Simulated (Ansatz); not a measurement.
C4H7NO, SMILES C=NC(=C)OC, a ranking of conformers

Computed with the Python package of Ansatz (0.2.0).

Script `conformers_c4h7no.py`:
```python
"""Conformer energies of C4H7NO."""

import logging
import sys

import ansatz as az
from rdkit import Chem
from rdkit.Chem import AllChem

logging.basicConfig(stream=sys.stdout, format="%(levelname)s:%(name)s:%(message)s")
log = logging.getLogger("c4h7no")
log.setLevel(logging.INFO)


def main() -> None:
    rd = Chem.AddHs(Chem.MolFromSmiles("C=NC(=C)OC"))
    ids = list(AllChem.EmbedMultipleConfs(rd, numConfs=20, randomSeed=542, pruneRmsThresh=0.4))
    field = [energy for _, energy in AllChem.MMFFOptimizeMoleculeConfs(rd)]
    distinct = {round(e, 2): i for i, e in zip(ids, field)}
    chosen = sorted(distinct.items())[:3]
    found = []
    for force_field, index in chosen:
        mol = az.Crystal.molecule()
        for atom, xyz in zip(rd.GetAtoms(), rd.GetConformer(index).GetPositions()):
            mol = mol.atom(atom.GetSymbol(), xyz.round(5).tolist())
        base = (
            mol.calculation()
            .basis(gaussian="cc-pVDZ")
            .functional("B3LYP", dispersion="d3bj")
        )
        found.append(base.run(threads=1).report["free_energy_ev"])
    log.info("conformer   MMFF (kcal/mol)   this level (eV)")
    for (force_field, index), e in zip(chosen, found):
        log.info(f"{index:9d} {force_field - chosen[0][0]:17.2f} {(e - min(found)):17.3f}")


if __name__ == "__main__":
    main()
```

`python conformers_c4h7no.py` gives:
```text
INFO:c4h7no:conformer   MMFF (kcal/mol)   this level (eV)
INFO:c4h7no:        5              0.00             0.377
INFO:c4h7no:        4              0.41             0.000
```

Caveats:
- The conformers keep their force-field geometries.
- b3lyp holds the VWN-RPA fit, as in Gaussian; the form of ORCA and Turbomole is b3lyp5.
- The whole script took 16 s on 1 thread of Arm Neoverse N1, with other jobs on the host, peak memory 0.35 GiB.
